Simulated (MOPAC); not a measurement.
MOPAC input (MNDO):

```
MNDO PRECISE GNORM=0.05 LET XYZ UHF MS=0.5 GEO-OK AUX(PRECISION=9) THREADS=1
CH2Cl

C     0.01225366 1   -0.24478813 1   -1.08693639 1
Cl   -0.00641773 1    0.12820516 1    0.56927130 1
H     0.96940014 1   -0.33504208 1   -1.57184899 1
H    -0.93382079 1   -0.37571690 1   -1.58414476 1
```

Output:

```
 *******************************************************************************
 **                                                                           **
 **                              MOPAC v23.2.5                                **
 **                                                                           **
 *******************************************************************************
 ** MOPAC's Digital Object Identifier: https://doi.org/10.5281/zenodo.6511958 **
 **                                                                           **
 ** Please cite the open-source release paper for use of this MOPAC version:  **
 ** J. E. Moussa and J. J. P. Stewart (2026)                                  **
 ** MOPAC: An open-source semiempirical molecular orbital program             **
 ** J. Open Source Softw., 11(119), 8025, https://doi.org/10.21105/joss.08025 **
 *******************************************************************************

                              MNDO CALCULATION RESULTS

 *******************************************************************************
 *  MNDO       - The MNDO Hamiltonian to be used
 *  GEO-OK     - OVERRIDE INTERATOMIC DISTANCE AND OTHER SAFETY CHECKS
 *  UHF        - UNRESTRICTED HARTREE-FOCK CALCULATION
 *  MS=        - IN MECI, MAGNETIC COMPONENT OF SPIN =  0.5
 *  LET        - OVERRIDE SOME SAFETY CHECKS
 *  PRECISE    - TIGHTER CRITERIA TO BE USED
 *  XYZ        - CARTESIAN COORDINATE SYSTEM TO BE USED
 *  GNORM      - EXIT WHEN GRADIENT NORM DROPS BELOW 0.050
 *  AUX        - OUTPUT AUXILIARY INFORMATION
 *******************************************************************************
MNDO PRECISE GNORM=0.05 LET XYZ UHF MS=0.5 GEO-OK AUX(PRECISION=9) THREADS=1
 CH2Cl

   ATOM   CHEMICAL          X               Y               Z
  NUMBER   SYMBOL      (ANGSTROMS)     (ANGSTROMS)     (ANGSTROMS)

     1       C          0.01225366  *  -0.24478813  *  -1.08693639  *
     2      Cl         -0.00641773  *   0.12820516  *   0.56927130  *
     3       H          0.96940014  *  -0.33504208  *  -1.57184899  *
     4       H         -0.93382079  *  -0.37571690  *  -1.58414476  *

          CARTESIAN COORDINATES

    NO.       ATOM           X           Y           Z

     1         C          0.0123     -0.2448     -1.0869
     2        Cl         -0.0064      0.1282      0.5693
     3         H          0.9694     -0.3350     -1.5718
     4         H         -0.9338     -0.3757     -1.5841

  H: (MNDO): M.J.S. DEWAR, W. THIEL, J. AM. CHEM. SOC., 99, 4899, (1977)
  C: (MNDO): M.J.S. DEWAR, W. THIEL, J. AM. CHEM. SOC., 99, 4899, (1977)
 Cl: (MNDO): M.J.S.DEWAR, H.S.RZEPA, J. COMP. CHEM., 4, 158, (1983)

           Empirical Formula: C H2 Cl  =     4 atoms

      MOLECULAR POINT GROUP   :   C2v

          UHF CALCULATION, NO. OF ALPHA ELECTRONS =    7
                           NO. OF BETA  ELECTRONS =    6

          Geometry optimization using EF

          DIAGONAL MATRIX USED AS START HESSIAN

 CYCLE:     1  GRAD.:    31.205 HEAT:  11.21652
 CYCLE:     2  GRAD.:   161.477 HEAT:  21.73200
 CYCLE:     3  GRAD.:    47.615 HEAT:  12.19060
 CYCLE:     4  GRAD.:   277.954 HEAT:  32.45276
 CYCLE:     5  GRAD.:    17.639 HEAT:  11.00131
 CYCLE:     6  GRAD.:     4.427 HEAT:  10.91299
 CYCLE:     7  GRAD.:     0.297 HEAT:  10.90283
 CYCLE:     8  GRAD.:     0.171 HEAT:  10.90279
 CYCLE:     9  GRAD.:     1.015 HEAT:  10.90303
 CYCLE:    10  GRAD.:     0.002 HEAT:  10.90279

     GRADIENT =  0.00200 IS LESS THAN CUTOFF =  0.05000

 -------------------------------------------------------------------------------
 MNDO PRECISE GNORM=0.05 LET XYZ UHF MS=0.5 GEO-OK AUX(PRECISION=9) THREADS=1
 CH2Cl

     GEOMETRY OPTIMISED USING EIGENVECTOR FOLLOWING (EF).
     SCF FIELD WAS ACHIEVED

                              MNDO CALCULATION
                                                       MOPAC v23.2.5 Linux

          FINAL HEAT OF FORMATION =         10.90279 KCAL/MOL =      45.61727 KJ/MOL

          COSMO AREA              =         75.46 SQUARE ANGSTROMS
          COSMO VOLUME            =         57.61 CUBIC ANGSTROMS

          GRADIENT NORM           =          0.00200          =       0.00100 PER ATOM
          IONIZATION POTENTIAL    =          9.980358 EV
          ALPHA SOMO LUMO (EV)    =         -9.980  1.033
          BETA  SOMO LUMO (EV)    =        -12.412  0.695
          NO. OF ALPHA ELECTRONS  =          7
          NO. OF BETA  ELECTRONS  =          6
          MOLECULAR WEIGHT        =         49.4798         POINT GROUP:  C2v

          MOLECULAR DIMENSIONS (Angstroms)

            Atom       Atom       Distance
            H     3   Cl     2     2.42284
            H     4   Cl     2     1.75020
           Cl     2    C     1     0.00000

          SCF CALCULATIONS        =         11

   ATOM   CHEMICAL          X               Y               Z
  NUMBER   SYMBOL      (ANGSTROMS)     (ANGSTROMS)     (ANGSTROMS)

     1       C          0.01240752  *  -0.24786159  *  -1.10058355  *
     2      Cl         -0.00655954  *   0.13103757  *   0.58184811  *
     3       H          0.96926653  *  -0.33814269  *  -1.58559117  *
     4       H         -0.93337722  *  -0.37880508  *  -1.59788278  *

                             CARTESIAN COORDINATES

   1    C        0.012407516    -0.247861595    -1.100583549
   2   Cl       -0.006559545     0.131037572     0.581848105
   3    H        0.969266533    -0.338142695    -1.585591173
   4    H       -0.933377221    -0.378805082    -1.597882780

           Empirical Formula: C H2 Cl  =     4 atoms

      MOLECULAR POINT GROUP   :   C2v

          ALPHA EIGENVALUES
 -30.67748 -24.80650 -16.15311 -15.64357 -13.89830 -12.43575  -9.98036   1.03281
   4.01177   4.07223

           BETA EIGENVALUES
 -29.19332 -24.58290 -15.91032 -15.44712 -13.31652 -12.41221   0.69510   1.77588
   4.46016   4.67884

              NET ATOMIC CHARGES AND DIPOLE CONTRIBUTIONS

  ATOM NO.   TYPE          CHARGE      No. of ELECS.   s-Pop       p-Pop
    1          C          -0.038683        4.0387     1.28928     2.74940
    2         Cl          -0.112623        7.1126     1.98008     5.13254
    3          H           0.075653        0.9243     0.92435
    4          H           0.075653        0.9243     0.92435
 DIPOLE           X         Y         Z       TOTAL
 POINT-CHG.     0.014    -0.285    -1.267     1.299
 HYBRID         0.000    -0.010    -0.044     0.045
 SUM            0.015    -0.295    -1.311     1.344

          ATOMIC ORBITAL ELECTRON POPULATIONS

     Atom    s        px        py        pz
    1  C   1.28928   0.93729   1.03165   0.78047
    2 Cl   1.98008   1.99046   1.91784   1.22425
    3  H   0.92435
    4  H   0.92435

                    (SZ)    =    0.500000
                    (S**2)  =    0.758651

          ATOMIC ORBITAL SPIN POPULATIONS

    Atom   Total    s     px     py     pz
         Atomic
    1  C  1.1095  0.057  0.051  0.911  0.091
    2 Cl -0.0031  0.001  0.001  0.041 -0.045
    3  H -0.0532 -0.053
    4  H -0.0532 -0.053

 **********************
 *                    *
 * JOB ENDED NORMALLY *
 *                    *
 **********************

 == MOPAC DONE ==
```
